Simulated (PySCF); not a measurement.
Gas-phase reaction: B2H6 + 2 Cl → 2 BCl + 6 H

Computed with PySCF and rigid-rotor harmonic-oscillator thermochemistry at 1 bar. † marks an energy on the PBE0/def2-TZVP geometry and frequencies; other levels use their own. CCSD(T) freezes the core. Open shells (unrestricted): Cl (multiplicity 2), H (multiplicity 2); the rest are closed-shell singlets. Spin-orbit splitting is ignored; it lowers the true energy and changes the entropy of Cl. CCSD(T) isn't extrapolated to the basis-set limit.

PBE/def2-SVP gives ΔH°(298 K) = 1346 kJ.

Q: What do CCSD(T)/def2-TZVPP†, HF/def2-TZVP†, r2SCAN/def2-TZVP† give?

A: CCSD(T)/def2-TZVPP†: 1373 kJ; HF/def2-TZVP†: 1169 kJ; r2SCAN/def2-TZVP†: 1406 kJ. For scale, ΔH°(298 K) is 1346 kJ at this level, 1375 kJ at ωB97M-V/def2-TZVP†, and runs from 1169 to 1731 kJ over the 20 levels computed († marks an energy on the PBE0/def2-TZVP geometry).
